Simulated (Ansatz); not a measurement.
The parent structure is Pd in the fcc (Cu type) structure (space group Fm-3m, No. 225).

```xyz
1
Lattice="0.0000 1.9542 1.9542 1.9542 0.0000 1.9542 1.9542 1.9542 0.0000" Properties=species:S:1:pos:R:3 pbc="T T T"
Pd     0.0000     0.0000     0.0000
```

The values are results of r2SCAN (Ansatz, a quantum-chemistry and plane-wave program; PAW; 500 eV plane waves; without spin-orbit coupling), not measurements.

It is then changed as follows: every Pd is replaced by Ag; the structure is relaxed again.

Measured lattice parameter a: Pd 3.876 Å (static lattice; corrected from measurement; as listed in Daniel Mejia-Rodriguez, S. B. Trickey, Phys. Rev. B (2018)); Ag 4.062 Å (static lattice; corrected from measurement; as listed in Daniel Mejia-Rodriguez, S. B. Trickey, Phys. Rev. B (2018)).

How well does r2SCAN reproduce the measured shift?

With r2SCAN the lattice parameter a moves by +0.197 Å (3.908 → 4.105) against +0.186 Å measured.

No phonon test of stability was made. The final runs are not spin-polarised. Pd has a high density of states at the Fermi level and may be magnetic at this level.
